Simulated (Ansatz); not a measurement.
The same path of H₇Si₃ (10 atoms, charge 1, multiplicity 1) was run twice with different band settings. The coordinate that changes most is the dihedral Si1–Si2–Si3–H9.

All numbers below come from RKS BLYP-D4/def2-SVP (Ansatz 0.2.0).

Relaxed end points:

```xyz
10
Properties=species:S:1:pos:R:3
Si -1.219 1.166 -1.332
Si 0.195 -0.565 -0.501
Si 1.114 -0.811 1.688
H -2.434 0.414 -1.781
H -0.431 1.717 -2.480
H -1.467 2.138 -0.230
H 0.523 -1.620 -1.520
H 1.943 -2.048 1.724
H -0.106 -0.853 2.556
H 1.882 0.461 1.875
```

```xyz
10
Properties=species:S:1:pos:R:3
Si -0.980 1.257 -1.439
Si -0.102 -0.684 -0.367
Si 1.066 -0.827 1.708
H -2.441 0.946 -1.546
H -0.294 1.249 -2.770
H -0.665 2.440 -0.591
H -0.336 -1.960 -1.126
H 2.245 0.069 1.487
H 1.411 -2.254 1.963
H 0.094 -0.235 2.681
```

Common settings: spring 5.0 eV/Å²; optimiser quadratic models (default); start path through a guess of the saddle point; force threshold 0.05 eV/Å; iteration limit 60; end points relaxed.

| run | movable images | climbing image |
| --- | --- | --- |
| 1 | 7 | yes |
| 2 | 6 | no |

What does each run give, and how far can it be trusted?

Run 1: converged after 5 iterations, highest image 0.000 eV above the first end. The highest image is an end point: on this band no image between the ends rises above it. Inner images lie up to 0.005 eV below the lower end, so the ends aren't the lowest states on this path.
Run 2: converged after 5 iterations, highest image 0.000 eV above the first end. The highest image is an end point: on this band no image between the ends rises above it. Inner images lie up to 0.005 eV below the lower end, so the ends aren't the lowest states on this path.
Limits of this set-up: the dipole of an ion depends on the origin.
